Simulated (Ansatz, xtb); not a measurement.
Two isomers of C4H9N

Structure X: `C[C@@H]1C[C@@H]1N`, a singlet. Structure Y: `C[C@@H]1C[C@H]1N`, a singlet. Both are isolated molecules in the gas phase, relaxed with PBE0-D3(BJ)/def2-SVP; the shapes shown needn't be the lowest conformers.

X (Å):

```xyz
14

C    -2.3855   -0.0867   -1.6291
C    -1.1100   -0.8556   -1.4160
C    -0.5164   -0.9947   -0.0440
C     0.1766   -0.1465   -1.0713
N     0.1383    1.2697   -0.8816
H    -2.4994    0.2129   -2.6837
H    -2.3874    0.8271   -1.0192
H    -3.2644   -0.6927   -1.3580
H    -0.9858   -1.7271   -2.0685
H    -0.0631   -1.9450    0.2494
H    -1.0135   -0.4510    0.7646
H     1.0843   -0.5879   -1.5133
H     0.8511    1.5648   -0.2181
H     0.3213    1.7592   -1.7551
```

Y (Å):

```yaml
atoms:
  - { symbol: C, position_ang: [-2.3219, -1.1509, -1.1593] }
  - { symbol: C, position_ang: [-1.3124, -0.1222, -0.7291] }
  - { symbol: C, position_ang: [-0.8809, 0.9731, -1.6716] }
  - { symbol: C, position_ang: [0.0850, -0.1049, -1.3001] }
  - { symbol: N, position_ang: [1.2565, 0.2178, -0.5447] }
  - { symbol: H, position_ang: [-2.2482, -2.0681, -0.5531] }
  - { symbol: H, position_ang: [-3.3532, -0.7724, -1.0713] }
  - { symbol: H, position_ang: [-2.1660, -1.4362, -2.2119] }
  - { symbol: H, position_ang: [-1.3723, 0.1761, 0.3250] }
  - { symbol: H, position_ang: [-1.2953, 0.9808, -2.6840] }
  - { symbol: H, position_ang: [-0.7086, 1.9719, -1.2580] }
  - { symbol: H, position_ang: [0.2771, -0.8539, -2.0796] }
  - { symbol: H, position_ang: [1.4797, -0.5332, 0.1063] }
  - { symbol: H, position_ang: [1.1047, 1.0534, 0.0151] }
```

Estimate which is lower in electronic energy at CCSD(T)/def2-SVP + ΔMP2/def2-TZVPP, and by roughly how much.

CCSD(T)/def2-SVP + ΔMP2/def2-TZVPP gives E(Y) − E(X) = +1.46 kcal/mol, slightly favouring structure X, which is too small a margin to settle the true order.

How the difference moves with the method:

```
                             level              geometry  E(Y) − E(X) (kcal/mol)  departure from the last row (kcal/mol)  job, with rough time for the two
                          GFN2-xTB              GFN2-xTB                     −1.09                                   −2.56               optimisation, 0.1 s
                         HF/STO-3G              GFN2-xTB                     +0.62                                   −0.84               single point, 0.3 s
                r2SCAN-D4/def2-SVP              GFN2-xTB                     +2.18                                   +0.72                 single point, 2 s
              PBE0-D3(BJ)/def2-SVP  PBE0-D3(BJ)/def2-SVP                     +2.09                                   +0.63                optimisation, 19 s
                       HF/def2-SVP  PBE0-D3(BJ)/def2-SVP                     +2.00                                   +0.54           part of the CCSD(T) run
                      MP2/def2-SVP  PBE0-D3(BJ)/def2-SVP                     +2.17                                   +0.71           part of the CCSD(T) run
                  CCSD(T)/def2-SVP  PBE0-D3(BJ)/def2-SVP                     +2.11                                   +0.65                      single point
CCSD(T)/def2-SVP + ΔMP2/def2-TZVPP  PBE0-D3(BJ)/def2-SVP                     +1.46                                                        single point, 19 s
```

As drawn, both hold the same kinds of bond in the same numbers.

GFN2-xTB puts the two in the other order. The largest departure from CCSD(T)/def2-SVP + ΔMP2/def2-TZVPP is that of GFN2-xTB, 2.56 kcal/mol. The last row adds to CCSD(T) the change of the MP2 difference between the two basis sets, here −0.65 kcal/mol.

With thermal terms from frequencies at re-optimised GFN2-xTB minima (ideal gas, soft modes damped towards free rotors, one conformer each, 298.15 K, 1 atm): on the last row, ΔE + ΔZPE = +1.52, ΔH = +1.54, ΔG = +1.47 kcal/mol.

The correlated steps freeze 5 core orbitals. Programs: Ansatz 0.2.0, xtb 6.7.1; the last row on 2 threads of AMD EPYC 9R45 96-Core Processor (Zen 5) on a shared host.
